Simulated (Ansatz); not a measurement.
Level of theory: DFT, PBEsol, plane waves (420 eV) with PAW, scalar-relativistic (Ansatz). The PAW files were generated under PBE, with cores re-solved for the functional.

An element in the hcp structure gives this curve. The cell is scaled uniformly from the relaxed one, with fractional coordinates and shape fixed. Energies are extrapolated to zero smearing, pressures are those at the given smearing. Magnetic state: spin not included.

| V (Å³/atom) | E − E₀ (meV/atom) | P (GPa) |
| --- | --- | --- |
| 20.870 | 69.5 | 8.91 |
| 21.819 | 28.3 | 5.42 |
| 22.767 | 6.1 | 2.48 |
| 23.716 | 0.0 | 0.00 |
| 24.665 | 7.4 | -2.08 |
| 25.613 | 26.1 | -3.83 |
| 26.562 | 54.4 | -5.31 |

(1) Which element is it?
A. scandium
B. hafnium
C. tin
D. magnesium

Results:

(1) A. Its fit is V₀ = 23.64 Å³/atom, B₀ = 57 GPa, B₀′ = 3.3.
